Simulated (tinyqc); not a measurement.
UKS/BLYP in the sto-6g basis, for BH2, spin multiplicity 2, step by step. One step of it, computed by the program tinyqc.

Problem. Orthogonalisation. S = U s U^T; symmetric (Loewdin) form X = U s^(-1/2) U^T, so that X^T S X = 1.

overlap S, order 1B 1s, 1B 2s, 1B 2px, 1B 2py, 1B 2pz, 2H 1s, 3H 1s:
```
[[1.000000, 0.264891, 0.000000, 0.000000, 0.000000, 0.027856, 0.027856],
 [0.264891, 1.000000, 0.000000, 0.000000, 0.000000, 0.293926, 0.293926],
 [0.000000, 0.000000, 1.000000, 0.000000, 0.000000, 0.000000, 0.000000],
 [0.000000, 0.000000, 0.000000, 1.000000, 0.000000, 0.315799, -0.315799],
 [0.000000, 0.000000, 0.000000, 0.000000, 1.000000, 0.126662, 0.126662],
 [0.027856, 0.293926, 0.000000, 0.315799, 0.126662, 1.000000, 0.023647],
 [0.027856, 0.293926, 0.000000, -0.315799, 0.126662, 0.023647, 1.000000]]
```

Give: eigenvalues of S; X.

Solution.

eigenvalues of S: [0.5087, 0.5414, 0.8931, 1.0000, 1.0790, 1.4349, 1.5429]

X, order 1B 1s, 1B 2s, 1B 2px, 1B 2py, 1B 2pz, 2H 1s, 3H 1s:
```
[[1.0293, -0.1492, 0.0000, 0.0000, -0.0044, 0.0191, 0.0191],
 [-0.1492, 1.1077, 0.0000, 0.0000, 0.0334, -0.1710, -0.1710],
 [0.0000, 0.0000, 1.0000, 0.0000, 0.0000, 0.0000, 0.0000],
 [0.0000, 0.0000, 0.0000, 1.0900, 0.0000, -0.1853, 0.1853],
 [-0.0044, 0.0334, 0.0000, 0.0000, 1.0139, -0.0717, -0.0717],
 [0.0191, -0.1710, 0.0000, -0.1853, -0.0717, 1.0904, -0.0134],
 [0.0191, -0.1710, 0.0000, 0.1853, -0.0717, -0.0134, 1.0904]]
```
